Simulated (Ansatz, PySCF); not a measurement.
Wanted: the gas-phase enthalpy of formation of CC#N [acetonitrile] at 298 K. Reaction (SMILES): CC#N [acetonitrile] + C (CH4) → C#N (CHN) [formonitrile] + CC (C2H6); bond separation energy.

Structures are relaxed separately at B3LYP-D3(BJ)/def2-TZVP in Ansatz (a quantum-chemistry and plane-wave program). Cores are frozen in the correlated levels unless marked. Open shells are spin-unrestricted. Spin-orbit coupling is left out. No relativistic terms. CBS(X,Y): correlation extrapolated as X^-3; Hartree-Fock from the larger set. The bracket is a focal-point correction in the basis named. Thermal terms are rigid-rotor harmonic-oscillator values from B3LYP-D3(BJ) frequencies (PySCF) at 298.15 K and 1 atm. 1 Eh = 627.5095 kcal/mol. PBE is always shown; the other two functionals were drawn at random. The atomisation route leaves out scalar relativity and anharmonic zero-point terms, the atoms' spin-orbit terms, and in the frozen-core level the core correlation. Atomic data: G2/97 table in ASE.

Tabulated enthalpies of formation of the partners: C#N (CHN) 30.9 kcal/mol, ATcT 1.112; C (CH4) -17.8 kcal/mol, ATcT 1.112; CC (C2H6) -20.0 kcal/mol, ATcT 1.112. G2/97 and CRC values are older and not checked against later work.

```tsv
level	computed ΔH of the reaction (kcal/mol)	ΔHf by atomisation and measured atoms (kcal/mol)
PBE/def2-TZVPD (Ansatz)	12.9	-1.0
r2SCAN-D4/def2-TZVPD (Ansatz + dftd4)	13.0	20.9
B3LYP-D3(BJ)/def2-TZVPD (Ansatz + dftd3)	12.4	15.5
RI-MP2/CBS(cc-pVTZ,cc-pVQZ)+[CCSD(T)-MP2]/cc-pVTZ (Ansatz)	10.8	19.6
```

Question: Derive ΔHf from the reaction at each level, and compare how far the levels part by the two routes.

Answer: 
The partners sum to 28.7 kcal/mol (products minus other reactants), so ΔHf = (28.7 - ΔH):
- PBE/def2-TZVPD: 15.8; errors -2.2 by the reaction, -19.0 by atomisation
- r2SCAN-D4/def2-TZVPD: 15.7; errors -2.3 by the reaction, +2.9 by atomisation
- B3LYP-D3(BJ)/def2-TZVPD: 16.3; errors -1.7 by the reaction, -2.5 by atomisation
- RI-MP2/CBS(cc-pVTZ,cc-pVQZ)+[CCSD(T)-MP2]/cc-pVTZ: 17.9; errors -0.1 by the reaction, +1.6 by atomisation
All levels span 2.2 kcal/mol by the reaction and 21.9 by atomisation; without PBE they span 2.2 and 5.4. The errors are against the measured 18.0 kcal/mol (G2/97 table).
